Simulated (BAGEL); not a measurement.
# UHF/STO-3G (density fitting with qzvpp-jkfit) run of C3H3F (SMILES C=C[C]F)

What is the vertical ionisation energy of C3H3F at UHF/STO-3G (density fitting with qzvpp-jkfit)? 

The calculation is run with BAGEL 1.2.2.

## 1. The system as given

C3H3F has 7 atoms, charge 0, and is taken as a triplet. As SMILES, `C=C[C]F`. The shape is that of a GFN2-xTB optimisation.

Bond lengths: C1–C2 1.381 Å, C2–C3 1.354 Å, C3–F4 1.321 Å, C1–H5 1.074 Å, C1–H6 1.074 Å, C2–H7 1.081 Å. Angles: C1–C2–C3 125.0°, C2–C3–F4 129.5°, C1–C2–H7 119.1°, C3–C2–H7 115.9°, C2–C1–H5 121.2°, C2–C1–H6 120.2°, H5–C1–H6 118.6°.

## 2. The energy at UHF/STO-3G (density fitting with qzvpp-jkfit)

Input file input.json:

```json
{ "bagel" : [

{
  "title" : "molecule",
  "basis" : "sto-3g",
  "df_basis" : "qzvpp-jkfit",
  "angstrom" : true,
  "geometry" : [
    { "atom" : "C", "xyz" : [      -0.055490,       0.877360,      -0.361910 ] },
    { "atom" : "C", "xyz" : [       0.214470,      -0.103660,       0.571450 ] },
    { "atom" : "C", "xyz" : [       0.010420,      -1.429420,       0.386220 ] },
    { "atom" : "F", "xyz" : [      -0.467430,      -2.066430,      -0.667960 ] },
    { "atom" : "H", "xyz" : [      -0.459790,       0.631190,      -1.326290 ] },
    { "atom" : "H", "xyz" : [       0.137690,       1.908930,      -0.133130 ] },
    { "atom" : "H", "xyz" : [       0.620120,       0.182030,       1.531620 ] }
  ]
},

{ "title" : "uhf", "nopen" : 2 },

{ "title" : "print", "file" : "orbitals.molden", "orbitals" : true }

]}
```

Run with:

```bash
$ BAGEL_NUM_THREADS=1 BAGEL input.json > input.out
```

Standard output:

```text
* using 1 threads per process

  ===============================================================
  ===============================================================

  *** Geometry ***

  { "atom" : "C", "xyz" : [     -0.104861,      1.657970,     -0.683911 ] },
  { "atom" : "C", "xyz" : [      0.405290,     -0.195889,      1.079884 ] },
  { "atom" : "C", "xyz" : [      0.019691,     -2.701212,      0.729850 ] },
  { "atom" : "F", "xyz" : [     -0.883315,     -3.904987,     -1.262261 ] },
  { "atom" : "H", "xyz" : [     -0.868877,      1.192776,     -2.506325 ] },
  { "atom" : "H", "xyz" : [      0.260196,      3.607355,     -0.251579 ] },
  { "atom" : "H", "xyz" : [      1.171857,      0.343987,      2.894342 ] },

  Number of auxiliary basis functions:      356

  Since a DF basis is specified, we compute 2- and 3-index integrals:
    o Being stored without compression. Storage requirement is 0.002 GB

  Number of basis functions:       23
  Number of electrons      :       30

    * METHOD: MOLECULE                             0.21

  *** Open-shell HF ***

  === Nuclear Repulsion ===
   100.6677660901

      * DIIS with orbital gradients will be used.

  === UHF iteration (sto-3g) ===
      0       -211.77114882          0.02953413           0.02
      1       -211.83923549          0.01131584           0.03
      2       -211.85925278          0.00541898           0.03
      3       -211.86683298          0.00283433           0.02
      4       -211.87437701          0.00076231           0.02
      5       -211.87558440          0.00026104           0.03
      6       -211.87582315          0.00008599           0.03
      7       -211.87585548          0.00004735           0.04
      8       -211.87586648          0.00001331           0.03
      9       -211.87586673          0.00000449           0.03
     10       -211.87586675          0.00000179           0.03
     11       -211.87586676          0.00000055           0.03
     12       -211.87586676          0.00000015           0.03
     13       -211.87586676          0.00000008           0.03
     14       -211.87586676          0.00000005           0.02
     15       -211.87586676          0.00000002           0.03
     16       -211.87586676          0.00000000           0.03
    * SCF iteration converged.

    * S^2 (UHF) is 2.3030

    * Permanent dipole moment:
           (   -0.090056,    -0.213235,    -0.175108) a.u.

    * METHOD: UHF                                  0.61

    * METHOD: PRINT                                0.00

  ===============================================================
```

It took 1.4 s on 1 thread of Intel Xeon at 2.50GHz (Skylake/Cascade Lake), shared host.

## 3. The doublet cation at the same level

Input file input.json:

```json
{ "bagel" : [

{
  "title" : "molecule",
  "basis" : "sto-3g",
  "df_basis" : "qzvpp-jkfit",
  "angstrom" : true,
  "geometry" : [
    { "atom" : "C", "xyz" : [   -0.055490,    0.877360,   -0.361910 ] },
    { "atom" : "C", "xyz" : [    0.214470,   -0.103660,    0.571450 ] },
    { "atom" : "C", "xyz" : [    0.010420,   -1.429420,    0.386220 ] },
    { "atom" : "F", "xyz" : [   -0.467430,   -2.066430,   -0.667960 ] },
    { "atom" : "H", "xyz" : [   -0.459790,    0.631190,   -1.326290 ] },
    { "atom" : "H", "xyz" : [    0.137690,    1.908930,   -0.133130 ] },
    { "atom" : "H", "xyz" : [    0.620120,    0.182030,    1.531620 ] }
  ]
},
{ "title" : "uhf", "charge" : 1, "nopen" : 1 },
{ "title" : "print", "file" : "orbitals.molden", "orbitals" : true }

]}
```

Run with:

```bash
$ BAGEL_NUM_THREADS=1 BAGEL input.json > input.out
```

Standard output:

```text
* using 1 threads per process

  ===============================================================
  ===============================================================

  *** Geometry ***

  { "atom" : "C", "xyz" : [     -0.104861,      1.657970,     -0.683911 ] },
  { "atom" : "C", "xyz" : [      0.405290,     -0.195889,      1.079884 ] },
  { "atom" : "C", "xyz" : [      0.019691,     -2.701212,      0.729850 ] },
  { "atom" : "F", "xyz" : [     -0.883315,     -3.904987,     -1.262261 ] },
  { "atom" : "H", "xyz" : [     -0.868877,      1.192776,     -2.506325 ] },
  { "atom" : "H", "xyz" : [      0.260196,      3.607355,     -0.251579 ] },
  { "atom" : "H", "xyz" : [      1.171857,      0.343987,      2.894342 ] },

  Number of auxiliary basis functions:      356

  Since a DF basis is specified, we compute 2- and 3-index integrals:
    o Being stored without compression. Storage requirement is 0.002 GB

  Number of basis functions:       23
  Number of electrons      :       30

    * METHOD: MOLECULE                             0.21

  *** Open-shell HF ***

  === Nuclear Repulsion ===
   100.6677660901

      * DIIS with orbital gradients will be used.

  === UHF iteration (sto-3g) ===
      0       -211.53087589          0.04224210           0.02
      1       -211.61218908          0.01894177           0.03
      2       -211.62695504          0.00937197           0.03
      3       -211.63051189          0.00276878           0.03
      4       -211.63203344          0.00107647           0.03
      5       -211.63248883          0.00037995           0.04
      6       -211.63288398          0.00017634           0.02
      7       -211.63311758          0.00015558           0.02
      8       -211.63362732          0.00017536           0.02
      9       -211.63347055          0.00017501           0.02
     10       -211.63340753          0.00018159           0.03
     11       -211.63431301          0.00030443           0.03
     12       -211.63504959          0.00066077           0.03
     13       -211.63510689          0.00095297           0.04
     14       -211.63473292          0.00168009           0.04
     15       -211.63442274          0.00209280           0.03
     16       -211.63523738          0.00018980           0.03
     17       -211.63528504          0.00001955           0.03
     18       -211.63528471          0.00001576           0.03
     19       -211.63528549          0.00000450           0.03
     20       -211.63528561          0.00000316           0.03
     21       -211.63528558          0.00000238           0.04
     22       -211.63528562          0.00000092           0.04
     23       -211.63528563          0.00000043           0.04
     24       -211.63528563          0.00000009           0.04
     25       -211.63528563          0.00000006           0.04
     26       -211.63528563          0.00000003           0.04
     27       -211.63528563          0.00000002           0.04
     28       -211.63528563          0.00000001           0.03
    * SCF iteration converged.

    * S^2 (UHF) is 0.9857

    * Permanent dipole moment:
           (   -0.186493,    -0.891681,    -0.249434) a.u.

    * METHOD: UHF                                  1.03

    * METHOD: PRINT                                0.00

  ===============================================================
```

Wall time 1.8 s (1 thread of Intel Xeon at 2.50GHz (Skylake/Cascade Lake), shared host).

## 4. Results

At UHF/STO-3G (density fitting with qzvpp-jkfit):

| quantity | value |
| --- | --- |
| triplet C3H3F: total energy | -211.87587 Eh |
| triplet C3H3F: dipole moment | 0.74 D |
| triplet C3H3F: ⟨S²⟩ | 2.303 |
| doublet cation: total energy | -211.63529 Eh |
| doublet cation: ⟨S²⟩ | 0.986 |
| vertical ionisation energy (to the doublet cation) | 6.547 eV |

**Reading.** Removing an electron at fixed nuclei costs 6.55 eV (632 kJ/mol). In a minimal basis such a difference can be off by several eV, whatever the method. ⟨S²⟩ (triplet C3H3F) is 2.30 where a pure triplet has 2.00: the reference is spin-contaminated. ⟨S²⟩ (doublet cation) is 0.99 where a pure doublet has 0.75: the reference is spin-contaminated.
